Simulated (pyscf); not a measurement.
PH₃ + H₂B–OH → H₂B–PH₂ + water (H₂O) (four-centre exchange; singlet surface; H–P, B–O broken, B–P, H–O formed). Structures and frequencies: ωB97X-D3(BJ)/def2-SVP in PySCF. Correlated levels are frozen-core, on RHF or UHF. ΔMP2 is the change of the MP2 total energy from the triple- to the quadruple-zeta basis. Energies in kJ/mol from the separated reactants.

| level | barrier | reaction energy |
|---|---|---|
| r²SCAN/def2-TZVP | 141.7 | +115.5 |
| PBE0-D3(BJ)/def2-TZVP | 139.5 | +112.1 |
| ωB97M-D3(BJ)/def2-TZVP | … | +124.7 |
| HF/def2-TZVP | 273.0 | +134.0 |
| MP2/def2-QZVPP | 158.3 | +112.0 |
| CCSD/def2-TZVPP | 190.0 | +118.0 |
| CCSD(T)/def2-TZVPP + ΔMP2(QZVPP) | … | … |

Problem. What belongs in the gaps?

Solution. 
- ωB97M-D3(BJ)/def2-TZVP, barrier: 169.0
- CCSD(T)/def2-TZVPP + ΔMP2(QZVPP), barrier: 171.7
- CCSD(T)/def2-TZVPP + ΔMP2(QZVPP), reaction energy: +112.4

Of the functionals in the table, ωB97M-D3(BJ) is closest to CCSD(T)/def2-TZVPP + ΔMP2(QZVPP) in the barrier (2.8 kJ/mol apart) and PBE0-D3(BJ) least close (32.2 kJ/mol); that level has limits of its own. On the product side the descent ends in an adduct with a B–O contact, 52.9 kJ/mol under the separated species and 100.8 kJ/mol under the saddle at ωB97X-D3(BJ)/def2-TZVP. What is counted as broken (B–O) persists as a longer contact in the product adduct; parting that adduct is a step of its own. The reactants may also form a dative adduct at H₂B–OH; it and routes through it were not searched. At ωB97X-D3(BJ) the barrier from the zero used here is 163.0 kJ/mol. One saddle was located; it need not be the lowest between these sides. The CCSD(T) − MP2 part came from Ansatz, without density fitting, on the same reference.
